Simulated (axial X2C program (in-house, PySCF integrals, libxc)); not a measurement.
Density and ELF of AlO⁺

All values were computed with an in-house relativistic program for diatomic molecules. Two-component (2c) means X2C with spin–orbit coupling and atomic mean-field two-electron Coulomb and Gaunt terms. Basis: Al dyall-v3z [8s8p2d1f], O dyall-av3z [7s6p3d2f] (cores contracted in-house); Gaussian nuclei, density fitting, unrestricted open shells. Masses: Al 26.982 u, O 15.995 u.

PBE0, with spin–orbit coupling, state Ω = 2 (⟨Sz⟩ = 1.00, ⟨Lz⟩ = 1.00 at PBE0); Al at z = 0, O at z = 1.746 Å.

The maps cover the half plane through the axis: z from -2.4 to 3.9 Å along the bond, ρ from 0.15 to 2.25 Å away from it (steps of 0.3 Å, the bottom row nearest the axis).

log10 of the density in e/bohr³:

digits 0 to 9 span -5.73 to 0.98 evenly
```
1122233333332222211100
1223333443333333322110
2233444444444444332211
2334445555555555443221
2344555555556665544321
3345556666666776654332
3445566787667787765432
3445567898777898765432
```

Electron localisation function (collinear form, no current term, damped to 0 at low density):

digits 0 to 9 span 0.00 to 1.00 evenly
```
0000001100000000000000
0001467641000000000000
0027999973100000000000
0179999974212222110000
0699999732334555421000
2899995100156777752000
4999981474068888864100
5999951838068338874200
```

Axial spin density in 10⁻³ e/bohr³:

digits 0 to 9 span -9.55 to 9.55 evenly, values beyond are clipped
```
5555555555555555555555
5555555555555555555555
5555555555555555555555
5555667765555555555555
5556799986556786555555
5557999996459999755555
5568999755369999965555
5568999993369999965555
```

One determinant describes the state; a PBE0 search over occupations chose it and may have missed a lower one. Density functionals use the spin component along the axis (collinear). PBE0 can misorder states that lie within some tenths of an eV, so this need not be the ground state of the molecule. The nearest other 2c determinant of the search, Ω = 1, lies 0.12 eV up at the distance of the search. Without a current term, density functionals place determinants with orbital angular momentum somewhat too high. With several unpaired electrons one determinant need not be a pure state. Open-shell Ω = 0 determinants with evenly filled partner blocks cannot be reached by this program, so the Ω shown need not be the lowest component.
